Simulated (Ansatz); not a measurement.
A made-up structure of CH5NSi, closed shell:

```xyz
8
angstrom
N -0.0628 0.4803 0.1360
C -0.5320 0.6066 -1.1188
Si 0.2912 -0.9765 1.0956
H -0.5915 -0.2405 -1.7532
H -1.0919 1.4558 -1.4171
H -0.0795 1.3586 0.6545
H 0.7020 -2.1156 0.2223
H 1.3334 -0.6281 2.0969
```

It is relaxed with PBE-D4/def2-SVP and then PBE0-D4/def2-TZVP (Ansatz 0.2.0). Atoms count as bonded within 1.22 times the sum of their covalent radii (H–H: 0.88 Å). The end point is not checked to be a true minimum.

Q: Does its bonding change? (A judgement: the text doesn't fix the answer.)

A: Computed: No: no bond forms or breaks.

Where it ends: The first stage lowers the energy by 0.38 eV in 7 steps. It ends as CH₅NSi ([CH2][NH][SiH2]):
```csv
atom,x (Å),y (Å),z (Å)
N1,-0.1531,0.4215,0.1782
C2,-0.5254,0.5498,-1.0446
Si3,0.1337,-1.0579,1.2610
H4,-0.5059,-0.3207,-1.6901
H5,-0.8755,1.5005,-1.4311
H6,-0.1887,1.2852,0.7132
H7,0.6459,-1.9359,0.1387
H8,1.4379,-0.5019,1.7909
```

Labels in which every atom is bracketed show which atoms are joined, not bond orders.

For scale, one of the runs: PBE0-D4/def2-TZVP relaxation, 129 basis functions, launched by `ansatz run in.yaml --threads 2 --pin off --events-out ev --progress --plain --max-ram 4352MiB`. Hardware: 2 CPU threads of an Arm Neoverse V1, shared host. Wall time about 23 s.
